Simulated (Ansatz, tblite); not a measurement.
Cost and result up the ladder for [AlMeH3]- (CH₆Al⁻) (8 atoms). Charge -1, multiplicity 1. Geometry: B3LYP-D4/def2-TZVPD.

Cartesian coordinates in Å:
```
Al -0.0334 -0.4888 -0.8262
C 0.0371 0.5440 0.9194
H -0.8036 1.2437 1.0128
H 0.9588 1.1340 1.0065
H -0.0014 -0.1241 1.7897
H 1.2562 -1.5047 -0.9185
H 0.0092 0.5613 -2.0907
H -1.4229 -1.3653 -0.8929
```

Ansatz on 4 threads of Arm Neoverse V1 on a shared host; xTB runs through tblite on one thread. Times are rough, summed over both states, and most runs start from the orbitals of an earlier one. PBE0-D4/def2-TZVPD serves as the yardstick here, not as an exact answer. The other state is a triplet.

The xTB rows come from tblite.

Run but left out: PBE-D4/def2-TZVPD (triplet: an occupied level 0.25 eV above an empty one).

xTB has no spin-polarisation term.

```tsv
level	functions	wall time	vertical triplet (eV)	difference from PBE0-D4/def2-TZVPD (eV)	remarks
GFN1-xTB	25	0.006 s	7.59	2.55	–
GFN2-xTB	19	0.009 s	7.17	2.13	–
PBE0-D4/def2-TZVPD	134	2.9 s	5.04	0.00	HOMO above zero (triplet)
r2SCAN-D4/def2-TZVPD (with forces)	134	6.6 s	4.96	-0.08	HOMO above zero (triplet)
```
